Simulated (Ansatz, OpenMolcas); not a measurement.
# Li2 (lithium dimer): the vertical energy of the triplet above the singlet from total energies

Li2 has 2 atoms, charge 0, and is taken as a singlet. As SMILES, `[Li][Li]`. The bond length is the measured one.

```xyz
2

Li    0.0000    0.0000    0.0000
Li    0.0000    0.0000    2.6729
```

Both states at this one shape; open shells run unrestricted unless said. 1 Eh = 27.2114 eV.

```
                      level     program  singlet Li2 (Eh)  triplet Li2 (Eh)
                 PBE0/3-21G  OpenMolcas        -14.859588        -14.822835
B2PLYP/ANO-RCC-VQZP (sfX2C)      Ansatz        -14.994504        -14.951104
```

Problem. Work out the vertical gap, second state less first, at each level.

Solution. 
1. PBE0/3-21G: -14.822835 − (-14.859588) = 0.036753 Eh = 1.00 eV.
2. B2PLYP/ANO-RCC-VQZP (sfX2C): -14.951104 − (-14.994504) = 0.043400 Eh = 1.18 eV.

No measured value is set beside it here; the levels span 1.00 to 1.18 eV.
